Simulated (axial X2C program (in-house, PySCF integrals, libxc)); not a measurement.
# Bond lengths and stretching modes, held linear, of SSiS⁺

Calculated with an axial X2C code built on PySCF integrals: two-component X2C with atomic mean-field Coulomb and Gaunt terms, Gaussian nuclei, basis S dyall-av3z, Si dyall-v3z with contracted cores. Spin-free rows use the one-electron spin-free X2C Hamiltonian.

Masses S 31.972, Si 27.977, S 31.972 u. States: 2c Ω = 3/2 (beyond evenly filled blocks: ω = 3/2); spin-free M_S = 1/2, Λ = 1 (beyond evenly filled blocks: π+α, π+β, π-α).

PBE0, 2c: energies above the lowest point

```json
{"r(S–Si) (Å)": "1.9071", "r(Si–S) (Å)": "1.9071", "E (meV)": "65.41"}
{"r(S–Si) (Å)": "1.9071", "r(Si–S) (Å)": "1.9560", "E (meV)": "23.63"}
{"r(S–Si) (Å)": "1.9071", "r(Si–S) (Å)": "2.0049", "E (meV)": "32.69"}
{"r(S–Si) (Å)": "1.9560", "r(Si–S) (Å)": "1.9071", "E (meV)": "23.63"}
{"r(S–Si) (Å)": "1.9560", "r(Si–S) (Å)": "1.9560", "E (meV)": "0.00"}
{"r(S–Si) (Å)": "1.9560", "r(Si–S) (Å)": "2.0049", "E (meV)": "26.42"}
{"r(S–Si) (Å)": "1.9560", "r(Si–S) (Å)": "2.0538", "E (meV)": "89.64"}
{"r(S–Si) (Å)": "2.0049", "r(Si–S) (Å)": "1.9071", "E (meV)": "32.69"}
{"r(S–Si) (Å)": "2.0049", "r(Si–S) (Å)": "1.9560", "E (meV)": "26.42"}
{"r(S–Si) (Å)": "2.0049", "r(Si–S) (Å)": "2.0049", "E (meV)": "70.30"}
{"r(S–Si) (Å)": "2.0538", "r(Si–S) (Å)": "1.9560", "E (meV)": "89.64"}
{"r(S–Si) (Å)": "2.0538", "r(Si–S) (Å)": "2.0538", "E (meV)": "246.85"}
```

Q: Fit a quadratic surface with cubic terms in each bond: where is the minimum, and what are the two stretching wavenumbers?

A: At PBE0, 2c: bonds 1.953 and 1.953 Å; harmonic stretches 491.8 and 626.7 cm⁻¹; force constants 3.4, 3.4 and coupling 1.15 mdyn/Å.

The other levels and Hamiltonians give:

```csv
Hamiltonian,level,r(S–Si) (Å),r(Si–S) (Å),lower stretch (cm⁻¹),upper stretch (cm⁻¹)
2c,BHandHLYP,1.944,1.944,257.7,499.3
spin-free,PBE0,1.953,1.953,492.1,625.7
spin-free,BHandHLYP,1.943,1.943,243.4,499.9
```

Each state is one determinant, the lowest of a limited PBE0 search; the stretches come from a fit to these few points and carry an uncertainty of a few per cent. Other orders of the atoms were not compared. Left out for rough or failed fits: HF 2c, MP2 2c, HF spin-free, MP2 spin-free. The levels spread by more than a fifth, so the stretches depend strongly on the method. The molecule was held linear; bending was not examined, so a bent shape may lie lower. Note: functional without a current term on a determinant with orbital currents, of the molecule or an atom.
